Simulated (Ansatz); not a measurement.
Anatase TiO2 (metastable phase), treated with LDA (PAW; Ansatz, a program for electronic structure).

Run with plane-wave cutoff 520 eV, 12×12×12 k mesh, Fermi–Dirac smearing 0.01 eV, no spin polarisation, scalar-relativistic PAW data made under PBE.

Cell (measured lattice):

```
TiO2
1.0
   -1.89210    -1.89210     4.75730
    1.89210     1.89210     4.75730
   -1.89210     1.89210    -4.75730
Ti O
2 4
Direct
  0.75000   0.25000   0.50000
  0.00000   0.00000   0.00000
  0.54190   0.04190   0.50000
  0.79190   0.79190   0.00000
  0.20810   0.20810   0.00000
  0.95810   0.45810   0.50000
```

Q: What does this level give for the band gap, smallest direct gap on the k points sampled and Γ–Γ gap?

A: 
- band gap: 2.01 eV (indirect)
- smallest direct gap on the k points sampled: 2.36 eV
- Γ–Γ gap: 2.50 eV

Note: cell and atoms aren't relaxed at this level (largest force component 0.12 eV/Å, pressure -6.7 GPa).

Computed values are for the static lattice.

The result took around 40 core-seconds (rough).
